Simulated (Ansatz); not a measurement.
# Heat of formation of C3O2 (carbon suboxide) from total energies

The species is C3O2 (5 atoms), meant as a singlet with charge 0. As SMILES, `O=C=C=C=O`. Geometry: relaxed at PBE0-D4/def2-TZVP.

Total energies at r2SCAN/6-311+G** (Ansatz 0.2.0); the atoms run unrestricted:

| species | state | energy (Eh) |
| --- | --- | --- |
| C3O2 | singlet | -264.672126 |
| O | triplet | -75.051534 |
| C | triplet | -37.830500 |

Harmonic wavenumbers at PBE0-D4/def2-TZVP, in cm⁻¹: 56, 56, 578, 578, 598, 598, 790, 1671, 2299, 2420.

Measured heats of formation of the gaseous atoms at 298.15 K, in kJ/mol: O 249.2, C 716.9. Spin-orbit lowering of the atoms at 298 K (mean of the ground term's levels less their thermal mean, from spectra), in kJ/mol: O 0.40, C 0.02. Take 1 Eh = 2625.50 kJ/mol, 1 cm⁻¹ = 0.0119627 kJ/mol, RT = 2.479 kJ/mol.

Task: What heat of formation follows?

Result: 
1. Electronic atomisation energy: 2 × (-75.051534) + 3 × (-37.830500) − (-264.672126) = 1.077558 Eh = 2829.1 kJ/mol.
2. Zero-point energy: half the sum of the wavenumbers, 4822 cm⁻¹ = 57.7 kJ/mol.
3. Thermal vibrational enthalpy, Σ hcν̃/(exp(hcν̃/kT) − 1): 6.3 kJ/mol. Translation, rotation and pV of a linear molecule: 3.5 RT = 8.7 kJ/mol.
4. The 5 free atoms carry 5/2 RT each: 31.0 kJ/mol.
5. Spin-orbit coupling lowers the free atoms by 2 × 0.40 + 3 × 0.02 = 0.9 kJ/mol.
6. Atomisation enthalpy at 298 K: 2829.1 − 0.9 − 57.7 − 6.3 − 8.7 + 31.0 = 2786.5 kJ/mol.
7. Sum of the atoms' heats of formation: 2649.1 kJ/mol. Heat of formation: 2649.1 − 2786.5 = -137.4 kJ/mol.

The tabulated value is -95.6 kJ/mol (Active Thermochemical Tables), so this level is off by -41.8 kJ/mol, or 1.5 % of the atomisation enthalpy that the table implies (2744.7 kJ/mol). Anharmonicity and any spin-orbit splitting of the molecule are left out.
